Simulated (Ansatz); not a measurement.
# quartet BH2O: levels of theory compared

Aim: a comparison of 5 runs (UHF/STO-3G, UB3LYP/6-31G*, U-r2SCAN/def2-TZVPPD, UBHLYP/def2-TZVPPD, UMP2/def2-TZVPPD) of quartet BH2O. 

The calculation is run with Ansatz 0.2.0.

30 further runs of the same task are left out: 30 set aside as unsound or not needed.

## (1) Starting point

BH2O has 4 atoms, charge 0, and is taken as a quartet. SMILES of the parent species: `B[O]`. The coordinates come from a PBE0-D4/def2-TZVP relaxation. That shape belongs to the parent species and isn't relaxed for this state.

Bond lengths: B1–O2 1.281 Å, B1–H3 1.211 Å, B1–H4 1.211 Å. Angles: O2–B1–H3 119.9°, O2–B1–H4 119.9°, H3–B1–H4 120.2°.

## (2) The energy at UHF/STO-3G (run 1)

File in.yaml:

```yaml
crystal:
  periodic: [false, false, false]
  atoms:
    - symbol: B
      position_ang: [-0.001100, -0.010300, -0.015100]
    - symbol: O
      position_ang: [1.025300, -0.340800, 0.676900]
    - symbol: H
      position_ang: [-1.052600, -0.587700, 0.151600]
    - symbol: H
      position_ang: [0.083900, 0.878500, -0.833600]
basis:
  gaussian: {orbitals: STO-3G}
magnetization: {spin_polarized: true, initial_magnetization: 3}
hamiltonian: {xc: hf}
accuracy: high
output: {orbitals: {seedname: orbitals}}
```

Launch:

```
ansatz run in.yaml --threads 1 --pin off --max-ram 3480MiB --events-out events.jsonl --progress --plain --runs-dir runs
```

The log of the run:

```text
Warning: RAYON_NUM_THREADS=1 ignored (pool sized by the plan → 1); use --threads N
Functional definition: HF
  name "HF"
  exchange = exact_x
  correlation = 0
187 factors; integrals over basis functions are off by at most 2.1e-8 eV
mean field evaluation 1: about -2696.7246 eV, gradient 1.1e1 eV
mean field evaluation 2: about -2696.7746 eV, gradient 1.1e1 eV
mean field evaluation 4: about -2697.5574 eV, gradient 9.0e-1 eV
mean field evaluation 8: about -2697.5860 eV, gradient 1.1e-2 eV
mean field -2697.58598797 eV, -99.1344565685 hartree, gradient 7.6e-9 eV, S^2 3.756823; 0 other end points of the search recorded, 0 dependent functions left out
reference -2697.58598797 eV, -99.1344565685 hartree; 9, 6 occupied and 3, 6 virtual orbitals, 187 factors
Total energy: -2697.58598797 eV, -99.1344565685 hartree
```

Wall time 0.06 s (1 thread of Arm Neoverse V2, shared host).

## (3) A single-point energy at UB3LYP/6-31G(d) (spherical functions) (run 2)

File in.yaml:

```yaml
crystal:
  periodic: [false, false, false]
  atoms:
    - {symbol: B, position_ang: [-0.001100, -0.010300, -0.015100]}
    - {symbol: O, position_ang: [1.025300, -0.340800, 0.676900]}
    - {symbol: H, position_ang: [-1.052600, -0.587700, 0.151600]}
    - {symbol: H, position_ang: [0.083900, 0.878500, -0.833600]}
basis:
  gaussian: {orbitals: 6-31G_st_-spherical.json}
magnetization: {spin_polarized: true, initial_magnetization: 3}
hamiltonian: {xc: {name: B3LYP}}
accuracy: high
output: {orbitals: {seedname: orbitals}}
```

The basis set 6-31G* is read from a file made from the Basis Set Exchange's data (not shown).

Launch:

```
ansatz run in.yaml --threads 1 --pin off --max-ram 3480MiB --events-out events.jsonl --progress --plain --runs-dir runs
```

The log of the run:

```text
Warning: RAYON_NUM_THREADS=1 ignored (pool sized by the plan → 1); use --threads N
Functional definition: B3LYP
  name "B3LYP"
  parameter a0 = 0.2
  parameter ax = 0.72
  parameter ac = 0.81
  exchange = (1 - a0 - ax)*slater_x + ax*b88_x + a0*exact_x
  correlation = (1 - ac)*vwn_rpa_c + ac*lyp_c
670 factors; integrals over basis functions are off by at most 3.9e-9 eV
mean field evaluation 1: about -2747.3590 eV, gradient 1.1e1 eV
mean field evaluation 2: about -2747.8685 eV, gradient 7.1e0 eV
mean field evaluation 4: about -2748.1704 eV, gradient 1.1e0 eV
mean field evaluation 8: about -2748.1749 eV, gradient 6.8e-3 eV
mean field evaluation 16: about -2748.1749 eV, gradient 7.3e-7 eV
mean field -2748.17487831 eV, -100.9935639979 hartree, gradient 2.2e-8 eV, S^2 3.756173; 3 other end points of the search recorded, 0 dependent functions left out
reference -2748.17490407 eV, -100.9935649448 hartree; 9, 6 occupied and 23, 26 virtual orbitals, 670 factors
Total energy: -2748.17490407 eV, -100.9935649448 hartree
```

It took 1.6 s on 1 thread of Arm Neoverse V2, shared host; peak memory 0.11 GiB.

Runs 3 to 4 aren't shown in full; the table further down has their settings and results.

## (4) A single-point energy at UMP2/def2-TZVPPD (run 5)

File job.yaml:

```yaml
crystal:
  periodic: [false, false, false]
  atoms:
    - symbol: B
      position_ang: [-0.001100, -0.010300, -0.015100]
    - symbol: O
      position_ang: [1.025300, -0.340800, 0.676900]
    - symbol: H
      position_ang: [-1.052600, -0.587700, 0.151600]
    - symbol: H
      position_ang: [0.083900, 0.878500, -0.833600]
basis:
  gaussian:
    orbitals: def2-TZVPPD.json
correlation:
  method: mp2
  frozen_orbitals: {B: 1, H: 0, O: 1}
accuracy: high
magnetization:
  spin_polarized: true
  initial_magnetization: 3
```

The basis set def2-TZVPPD is read from a file made from the Basis Set Exchange's data (not shown).

Launch:

```
ansatz run job.yaml --threads 1 --pin off --max-ram 3480MiB --events-out events.jsonl --progress --plain --runs-dir runs
```

The log of the run:

```text
Warning: RAYON_NUM_THREADS=1 ignored (pool sized by the plan → 1); use --threads N
[... 4 set-up lines as earlier in the session ...]
1707 factors; integrals over basis functions are off by at most 3.6e-9 eV
mean field evaluation 1: about -2734.0418 eV, gradient 1.2e1 eV
mean field evaluation 2: about -2734.0430 eV, gradient 1.2e1 eV
mean field evaluation 4: about -2734.9147 eV, gradient 1.7e0 eV
mean field evaluation 8: about -2734.9332 eV, gradient 2.3e-2 eV
mean field evaluation 16: about -2734.8502 eV, gradient 1.0e0 eV
mean field evaluation 32: about -2734.8207 eV, gradient 3.6e0 eV
mean field -2734.93320778 eV, -100.5069415816 hartree, gradient 2.7e-8 eV, S^2 3.785595; 3 other end points of the search recorded, 0 dependent functions left out
2 core orbitals not correlated: weight in the atoms' cores, before any rotation towards them, 1.000 or more for the frozen orbitals, at most 0.000 for the correlated occupied ones
reference -2734.93320778 eV, -100.5069415816 hartree; 7, 4 occupied and 102, 105 virtual orbitals, 1707 factors
second order -7.57210455 eV of doubles, -0.00000000 eV of singles
Total energy: -2742.50531233 eV, -100.7852112914 hartree
```

It took 3.3 s on 1 thread of Arm Neoverse V2, shared host; peak memory 0.25 GiB.

## (5) All runs side by side

| run | level | frozen core orbitals | energy (Eh) | HOMO energy (eV) | ⟨S²⟩ | wall time |
| --- | --- | --- | --- | --- | --- | --- |
| 1 | UHF/STO-3G | – | -99.134457 | -4.19 | 3.757 | 0.06 s |
| 2 | UB3LYP/6-31G* (spherical functions) | – | -100.993565 | -3.13 | 3.756 | 1.6 s |
| 3 | U-r2SCAN/def2-TZVPPD | – | -100.993159 | -3.23 | 3.761 | 8.7 s |
| 4 | UBHLYP/def2-TZVPPD | – | -100.990838 | -4.81 | 3.765 | 6.3 s |
| 5 | UMP2/def2-TZVPPD | 2 | -100.785211 | – | 3.786 | 3.3 s |

## (6) Outcome

```
                                          quantity          value
                               run 5: total energy  -100.78521 Eh
run 5: correlation energy (2 core orbitals frozen)     -278.3 mEh
          run 5: ⟨S²⟩ of the reference determinant          3.786
```

Totals of different functionals can't be ranked against each other. In run 1 the basis is minimal, so the values are rough. All runs together took 20 s, the longest 8.7 s.
